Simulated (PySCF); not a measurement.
# NaF⁻: changing the method

Starting from one script, swap the method and compare what comes out for NaF⁻.

Method: each script names its method and basis; program: PySCF 2.14.0.

**1. The starting structure**

NaF⁻: 2 atoms, charge -1, spin multiplicity 2.

Bond lengths: Na1–F2 2.130 Å.

**2. The base run**

input.py

```python
from pyscf import gto, dft, tdscf

mol = gto.M(
    atom='Na 0 0 0; F 0 0 2.13',
    basis='aug-cc-pvdz',
    charge=-1,
    spin=1,
    verbose=4,
)
mf = dft.UKS(mol, xc='lc_wpbe')
mf.kernel()
td = tdscf.TDA(mf)
td.nstates = 8
td.kernel()
td.analyze()
mf.dip_moment()
print('orbital energies (hartree):', [e[max(0, n-3):n+3].round(4) for e, n in zip(mf.mo_energy, mol.nelec)])
```

The run is started by

```console
> python input.py
```

**3. EOM-EA (UHF)**

Variant 1 changes step after the SCF: tda → eomea; SCF type: UKS → UHF; functional: lc_wpbe → none (Hartree–Fock); number of roots: 8 → 5.

input.py

```python
from pyscf import gto, scf, cc

mol = gto.M(
    atom='Na 0 0 0; F 0 0 2.13',
    basis='aug-cc-pvdz',
    charge=-1,
    spin=1,
    verbose=4,
)
mf = scf.UHF(mol)
mf.kernel()
mycc = cc.CCSD(mf)
mycc.kernel()
e = mycc.eaccsd(nroots=5)[0]
print('roots (eV) =', (e*27.211386).round(3))
mf.dip_moment()
print('orbital energies (hartree):', [e[max(0, n-3):n+3].round(4) for e, n in zip(mf.mo_energy, mol.nelec)])
```

**4. Pw91**

Variant 2 changes functional: lc_wpbe → pw91.

Edit input.py of step 2 so:

```diff
@@ -9,3 +9,3 @@
 )
-mf = dft.UKS(mol, xc='lc_wpbe')
+mf = dft.UKS(mol, xc='pw91')
 mf.kernel()
```

**5. Gradient**

Variant 3 changes step after the SCF: tda → gradient.

Edit input.py of step 2 so:

```diff
@@ -1,2 +1,2 @@
-from pyscf import gto, dft, tdscf
+from pyscf import gto, dft
 
@@ -11,6 +11,5 @@
 mf.kernel()
-td = tdscf.TDA(mf)
-td.nstates = 8
-td.kernel()
-td.analyze()
+g = mf.nuc_grad_method()
+g.grid_response = True
+g.kernel()
 mf.dip_moment()
```

**6. Population analysis**

Variant 4 changes step after the SCF: tda → analyze.

input.py

```python
from pyscf import gto, dft

mol = gto.M(
    atom='Na 0 0 0; F 0 0 2.13',
    basis='aug-cc-pvdz',
    charge=-1,
    spin=1,
    verbose=4,
)
mf = dft.UKS(mol, xc='lc_wpbe')
mf.kernel()
mf.analyze()
print('orbital energies (hartree):', [e[max(0, n-3):n+3].round(4) for e, n in zip(mf.mo_energy, mol.nelec)])
```

**7. EOM-IP (UHF)**

Variant 5 changes step after the SCF: tda → eomip; SCF type: UKS → UHF; functional: lc_wpbe → none (Hartree–Fock); frozen orbitals: none → 2; number of roots: 8 → 3.

input.py

```python
from pyscf import gto, scf, cc

mol = gto.M(
    atom='Na 0 0 0; F 0 0 2.13',
    basis='aug-cc-pvdz',
    charge=-1,
    spin=1,
    verbose=4,
)
mf = scf.UHF(mol)
mf.kernel()
mycc = cc.CCSD(mf, frozen=2)
mycc.kernel()
e = mycc.ipccsd(nroots=3)[0]
print('roots (eV) =', (e*27.211386).round(3))
mf.dip_moment()
print('orbital energies (hartree):', [e[max(0, n-3):n+3].round(4) for e, n in zip(mf.mo_energy, mol.nelec)])
```

Before running it: what results should come out? Wanted: for each run, E(SCF); from base; gap, α spin; after the SCF.

The runs gave:

```
                run  E(SCF) (hartree)  from base (eV)  cycles  gap, α spin (eV)                                                after the SCF
               base       -262.093872               0      12              3.01                                    lowest root found 1.05 eV
       EOM-EA (UHF)       -261.357354  not comparable      11              2.76               CCSD correlation -6.425 eV, first root 2.07 eV
               pw91       -262.164458  not comparable      11              0.71                                    lowest root found 0.69 eV
           gradient       -262.093872          0.0000      12              3.01                                                          n/a
population analysis       -262.093872          0.0000      12              3.01                                                          n/a
       EOM-IP (UHF)       -261.357354  not comparable      11              2.76  CCSD correlation -6.371 eV, core frozen, first root 0.60 eV
```

What this shows: Total energies of different functionals can't be compared with each other; differences within one functional can.
